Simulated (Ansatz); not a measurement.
I need a rigid scan of one bond angle of CH4AlN, SMILES C=[N][AlH2]. Use Ansatz's Python interface. Level of theory (for the species named): r2scan0, 6-31G* basis, multiplicity 1.

```xyz
7

C    -1.2071   -0.2632   -0.6687
N    -0.2008   -0.8332   -0.2915
Al    1.1808    0.0620    0.6125
H    -1.9585   -0.7575   -1.2030
H    -1.3891    0.8376   -0.5188
H     1.1022    1.6394    0.9330
H     2.5336   -0.7532    1.0908
```

`bend_ch4aln.py`:
```python
"""Bending curve of CH4AlN."""

import ansatz as az
from ase import Atoms


def main() -> None:
    atoms = Atoms(["C", "N", "Al", "H", "H", "H", "H"], positions=[
        (-1.2071, -0.2632, -0.6687),
        (-0.2008, -0.8332, -0.2915),
        (1.1808, 0.062, 0.6125),
        (-1.9585, -0.7575, -1.203),
        (-1.3891, 0.8376, -0.5188),
        (1.1022, 1.6394, 0.933),
        (2.5336, -0.7532, 1.0908),
    ])

    # start the scan from a relaxed geometry
    first = (
        az.Crystal.molecule_from_ase(atoms).calculation()
        .basis(gaussian="6-31G*")
        .functional("r2scan0")
        .relax(force_tolerance=0.02, max_steps=80)
    )
    atoms.positions = first.run(threads=1, backend="cpu").report["positions_ang"]

    rows = []
    for angle in [85, 95, 105, 115, 125, 140, 160]:
        bent = atoms.copy()
        bent.set_angle(0, 1, 2, angle, indices=[2, 5, 6])
        job = az.Crystal.molecule_from_ase(bent).calculation().basis(gaussian="6-31G*").functional("r2scan0")
        rows.append((angle, job.run(threads=1, backend="cpu").report["free_energy_ev"]))
    floor = min(e for _, e in rows)
    for angle, e in rows:
        print(f"angle C0-N1-Al2 = {angle:3d} deg   {1000 * (e - floor):9.1f} meV")


if __name__ == "__main__":
    main()
```

```console
$ python bend_ch4aln.py
angle C0-N1-Al2 =  85 deg      1101.7 meV
angle C0-N1-Al2 =  95 deg       419.4 meV
angle C0-N1-Al2 = 105 deg       120.6 meV
angle C0-N1-Al2 = 115 deg        12.8 meV
angle C0-N1-Al2 = 125 deg         0.0 meV
angle C0-N1-Al2 = 140 deg        61.5 meV
angle C0-N1-Al2 = 160 deg       175.9 meV
```

The scan is rigid, and the energies are electronic, in a modest basis. The zero is the lowest point of the grid, which needn't be the minimum. It ran for 32 s on 1 thread of Arm Neoverse V2 (shared host), peak memory 0.22 GiB.
